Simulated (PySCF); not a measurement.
## Reproducing measurements on ethyl propyl ether

**The experiment to reproduce.**

From NIST CCCBDB Release 22 (SRD 101), experimental polarizabilities, for the gas: mean polarisability 10.68 Å³.

How close the calculation comes is told at the end.

Compound: ethyl propyl ether, C5H12O.
SMILES with atom numbers: `[CH3:1][CH2:2][CH2:3][O:4][CH2:5][CH3:6]` (hydrogens: H7, H8, H9 on C1; H10, H11 on C2; H12, H13 on C3; H14, H15 on C5; H16, H17, H18 on C6)

Geometry (PBE0-D3(BJ)/def2-SVP, Å), atoms numbered from 1 in this order:
```xyz
18
C5H12O angstrom
C     -2.945   -0.447   -0.429
C     -1.733    0.355    0.011
C     -0.429   -0.382   -0.201
O      0.630    0.420    0.228
C      1.886   -0.174    0.081
C      2.943    0.777    0.590
H     -2.894   -0.702   -1.500
H     -3.877    0.116   -0.270
H     -3.031   -1.392    0.131
H     -1.809    0.618    1.079
H     -1.680    1.311   -0.536
H     -0.310   -0.645   -1.275
H     -0.440   -1.346    0.354
H      1.928   -1.134    0.639
H      2.073   -0.426   -0.985
H      2.917    1.719    0.023
H      3.946    0.336    0.489
H      2.769    1.012    1.650
```

Runs made with PySCF (gas phase, on this PBE0-D3(BJ)/def2-SVP geometry; no spin–orbit coupling):

| level | job | basis functions |
| --- | --- | --- |
| CAM-B3LYP/def2-SVPD | 10 singlets by full TDDFT, 4 Tamm–Dancoff triplets, polarisability, ΔSCF ions | 219 |
| B3LYP/def2-SVPD | 10 singlets by full TDDFT, 4 Tamm–Dancoff triplets, polarisability, ΔSCF ions | 219 |
| BHandHLYP/def2-SVPD | 10 singlets by full TDDFT, 4 Tamm–Dancoff triplets, polarisability, ΔSCF ions | 219 |
| PBE/def2-SVPD | 10 singlets by full TDDFT, 4 Tamm–Dancoff triplets, polarisability, ΔSCF ions | 219 |
| PBE0/def2-SVPD | 10 singlets by full TDDFT, 4 Tamm–Dancoff triplets, polarisability, ΔSCF ions | 219 |
| wB97X-D/def2-SVPD | 10 singlets by full TDDFT, 4 Tamm–Dancoff triplets, polarisability, ΔSCF ions | 219 |
| LC-wPBE/def2-SVPD | 10 singlets by full TDDFT, 4 Tamm–Dancoff triplets, polarisability, ΔSCF ions | 219 |
| PBE0/6-31+G* | 10 singlets by full TDDFT, 4 Tamm–Dancoff triplets, polarisability | 132 |
| PBE0/6-31G* | 10 singlets by full TDDFT, 4 Tamm–Dancoff triplets, polarisability | 108 |
| PBE0/aug-cc-pVDZ | 10 singlets by full TDDFT, 4 Tamm–Dancoff triplets, polarisability | 246 |
| PBE0/def2-SVP | 10 singlets by full TDDFT, 4 Tamm–Dancoff triplets, polarisability | 144 |
| PBE0/def2-TZVP | 10 singlets by full TDDFT, 4 Tamm–Dancoff triplets, polarisability | 258 |

All basis functions are spherical.

## Comparison

**Mean polarisability.** Measured: 10.68 Å³ (NIST CCCBDB Release 22 (SRD 101), experimental polarizabilities).

```csv
level,computed (Å³),computed − measured (Å³),% (from the printed values)
CAM-B3LYP/def2-SVPD,10.33,-0.35,-3
B3LYP/def2-SVPD,10.51,-0.17,-2
BHandHLYP/def2-SVPD,10.09,-0.59,-6
PBE/def2-SVPD,10.87,+0.19,+2
PBE0/def2-SVPD,10.40,-0.28,-3
wB97X-D/def2-SVPD,10.31,-0.37,-3
LC-wPBE/def2-SVPD,10.05,-0.63,-6
PBE0/6-31+G*,9.60,-1.08,-10
PBE0/6-31G*,8.76,-1.92,-18
PBE0/aug-cc-pVDZ,10.67,-0.01,0
PBE0/def2-SVP,9.07,-1.61,-15
PBE0/def2-TZVP,10.19,-0.49,-5
```

Closest is PBE0/aug-cc-pVDZ (-0.01 Å³), furthest PBE0/6-31G* (-1.92 Å³); one molecule doesn't rank methods. The computed values are static and purely electronic, with core orbitals frozen in the response (1 au = 0.148185 Å³). The table of measured values doesn't say here whether a value is static or optical, or holds a vibrational part. The measurement averages over conformers, the calculation has one.

No measured geometry was used, and the causes of the misses weren't examined.
